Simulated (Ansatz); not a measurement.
# SiCF (quartet): the correlation ladder, def2-QZVPP

The task here is to estimate one member of a computed series from the others.

Computed with Ansatz 0.2.0, Gaussian basis. Level: def2-QZVPP, core rule «outside noble gas», up to 7 orbitals frozen.

The runs, in order: UHF; ROHF; CCSD(T) on UHF.

### What is computed

The geometry is a PBE0/def2-TZVP stationary point (not a proven minimum).

3 atoms, charge 0, spin multiplicity 4.

Atoms are counted from 1 here; the program's logs count them from 0.

Bond lengths: F1–C2 1.299 Å, C2–Si3 1.895 Å. Angles: F1–C2–Si3 122.9°.

The first run:

The input, in.yaml:

```yaml
crystal:
  periodic: [false, false, false]
  atoms:
    - {symbol: F, position_ang: [0.000000, -0.229980, 1.548266]}
    - {symbol: C, position_ang: [0.000000, 0.558036, 0.515839]}
    - {symbol: Si, position_ang: [0.000000, -0.083073, -1.267920]}
basis:
  gaussian: {orbitals: "def2-QZVPP.json"}
magnetization: {spin_polarized: true, initial_magnetization: 3}
hamiltonian: {xc: hf}
output: {orbitals: {seedname: orbitals}}
```

On the command line:

```console
> ansatz run in.yaml --threads 1 --pin off --events-out ev --progress --plain --max-ram 2393MiB
```

Steps of the session up to this table: UHF; ROHF; CCSD(T) on UHF.

One table of the session follows, with a row left open; its other results are not shown here.

| method | from UCCSD(T) (meV) |
| --- | --- |
| ROHF | +14056.7 |
| UHF | ? |
| UMP2 | +1251.5 |
| UCCSD | +575.2 |
| UCCSD(T) | 0 |

**Question.** Estimate the row for UHF.

The run gave: from UCCSD(T) (meV): +13817.1. In the column «from UCCSD(T) (meV)» it lies between UMP2 (+1251.5) and ROHF (+14056.7).
